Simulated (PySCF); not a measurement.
O₂S, SMILES S(=O)=O.

Geometry optimised at B3LYP-D3(BJ)/def2-TZVP.

Two levels are set side by side: TDA-PBE/def2-TZVPD (PySCF) and TDA-M06-2X/def2-TZVPD (PySCF). Vertical, same geometry. The lowest singlet is HOMO→LUMO 98 % with PBE and HOMO→LUMO 97 % with the other functional; states are paired by order. Differences are taken from unrounded values.

| quantity | TDA-M06-2X | TDA-PBE | TDA-PBE minus TDA-M06-2X |
|---|---|---|---|
| lowest singlet excitation (eV) | 4.24 | 4.23 | -0.02 |
| lowest triplet excitation (TDA) (eV) | 3.21 | 3.08 | -0.13 |
| first bright state (f over 0.05) (eV) | 6.69 | 7.88 | 1.19 |
| its oscillator strength | 0.07 | 0.05 | -0.02 |

Rough cost on one machine, each run with all the roots and properties that it gave: TDA-M06-2X against TDA-PBE about 8 times.
